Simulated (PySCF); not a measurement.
Atom-mapped SMILES (the numbers label the heavy atoms): `[CH:1]#[C:2][CH2:3][F:4]`; H(Xn) means a hydrogen on atom n.

- coordinates at the GFN2-xTB level
- NMR shieldings at PBE0/pcSseg-1/GIAO
- J: B3LYP/pcJ-1
- run in PySCF
- one computed conformer, no relativistic terms, no solvent, equivalent nuclei averaged

δ = σ(ref) − σ, references computed at the same level: TMS for 1H (σref 31.72).

The spectrum was simulated from the full spin Hamiltonian at 200 MHz with 1.0 Hz Lorentzian lines, from shifts rounded to 0.01 ppm and J to 0.1 Hz, couplings under 1 Hz left out.

(1) List the maxima of its 1H spectrum with integrals.

(2) Summarise it as multiplets with assignments.

Results:

(1) 
```tsv
region	integral (H)	ppm	Hz	height
1	1	5.462	1092.4	99
1		5.444	1088.9	100
2	1	5.196	1039.2	99
2		5.178	1035.7	100
3	1	2.224	444.8	26
3		2.206	441.2	51
3		2.190	438.0	42
3		2.174	434.8	51
3		2.156	431.2	26
```

(2) 1H NMR (200 MHz, computed): δ 5.32 (dd, J = 53.2, 3.5 Hz, 2H, H(C3)), 2.19 (dt, J = 6.5, 3.5 Hz, 1H, H(C1)). These are first-order names; overlap and second-order distortion can hide them in the list.

Splittings below 1 Hz are ignored in the labels, and close J values are merged.
